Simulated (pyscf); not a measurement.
A first-order saddle from PySCF, ωB97X-D3(BJ)/def2-SVP:

```
N
C 1 1.4436
H 2 1.1066 1 110.44
H 2 1.1115 3 106.84 1 -123.57
H 2 1.1154 3 106.71 4 -113.15
C 1 1.4436 2 111.22 3 173.90
H 6 1.1066 1 110.45 2 -173.95
H 6 1.1115 7 106.84 1 123.57
H 6 1.1154 7 106.71 8 113.14
H 1 1.3120 2 110.89 3 49.98
N 10 1.3152 1 160.16 2 -117.96
H 11 1.0221 10 110.87 1 -122.40
H 11 1.0222 12 104.26 10 119.34
Na 10 2.0616 1 81.04 2 -117.98
```

Surface: singlet, charge 0. Lowest wavenumbers (cm⁻¹): 1135i, 64, 96, 162, 246.

### Question
What reaction is this the transition state of?

### Answer
H₃C–N(CH₃)–Na + NH₃ ⇌ H₂N–Na + H₃C–NH–CH₃, a four-centre exchange read from left to right: N–Na, H–N broken and N–Na, H–N formed. At ωB97M-D3(BJ)/def2-TZVP it lies -0.61 eV from the left side and -0.55 eV from the right (each side as separated species at their lowest minima found). On the reactant side the descent ends in an adduct with a N–Na, H–Na contact, 0.86 eV under the separated species and 0.17 eV under the saddle at ωB97X-D3(BJ)/def2-TZVP. On the product side the descent ends in an adduct with a N–Na, H–Na contact, 0.89 eV under the separated species and 0.25 eV under the saddle at ωB97X-D3(BJ)/def2-TZVP. At ωB97M-D3(BJ) the saddle lies under the separated reactants, which points to a path from their complex (located at ωB97X-D3(BJ) alone). At ωB97M-D3(BJ) the saddle lies under the separated products, which points to a path from their complex (located at ωB97X-D3(BJ) alone). What is counted as formed (N–Na) is already present as a longer contact in the reactant adduct; forming that adduct is a step of its own. What is counted as broken (N–Na) persists as a longer contact in the product adduct; parting that adduct is a step of its own. H₃C–NH–CH₃ lies 0.34 eV over its isomer H₃C–CH₂–NH₂ (electronic energy, ωB97M-D3(BJ)). One saddle was located; it need not be the lowest between these sides.
